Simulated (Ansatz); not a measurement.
Two isomers of CH4SSi: A = `CS[SiH]`, B = `C1[SiH2]S1`.

Program: Ansatz. Geometries: PBE0-D4/def2-TZVP. ΔE: electronic, gas phase. CCSD(T)/CBS is the MP2 limit (def2-TZVPP, def2-QZVPP) plus CCSD(T) − MP2 in def2-TZVPP, frozen cores. DFT in def2-TZVPP. B3LYP here is the variant with VWN-RPA as its local correlation; programs differ in this.

A:

```xyz
7

C     0.722   -0.653    0.526
S    -0.053   -0.017   -0.985
Si   -1.455    1.371   -0.284
H     1.791   -0.449    0.487
H     0.289   -0.180    1.407
H     0.566   -1.731    0.575
H    -1.860    1.659   -1.726
```

B:

```xyz
7

C     0.269    0.170   -0.885
Si   -0.353   -0.247    0.795
S     1.221    1.073    0.436
H    -0.305    0.831   -1.526
H     0.873   -0.548   -1.431
H    -0.052   -1.577    1.369
H    -1.653    0.298    1.241
```

Which is lower in electronic energy at CCSD(T)/CBS, and by how much? (Best estimate.)

The calculation gave: B, by 42.0 kJ/mol.

Give E(B) − E(A) in kJ/mol with BLYP-D4, PBE-D4, r2SCAN-D4, CCSD(T)/def2-TZVPP, B3LYP-D4, ωB97M-V, LDA (SPW92). (An estimate is asked.)

Ansatz gave: BLYP-D4 -19.6, PBE-D4 -34.2, r2SCAN-D4 -50.0, CCSD(T)/def2-TZVPP -38.8, B3LYP-D4 -28.6, ωB97M-V -36.8, LDA (SPW92) -40.9. None reverses the order clearly.

Does the order hold for the free energy at 298.15 K (harmonic terms from PBE0-D4)? (Best estimate.)

Computed: Yes: G(B) − G(A) = -43.0 kJ/mol.

Largest T1 diagnostic: 0.016.

From PBE to PBE0 (25 % exact exchange), in def2-TZVPP and without D4, E(B) − E(A) moves by −8.8 kJ/mol. At CCSD(T), def2-SVP lies +17.8 kJ/mol from the extrapolated value and def2-TZVPP +3.2 kJ/mol.
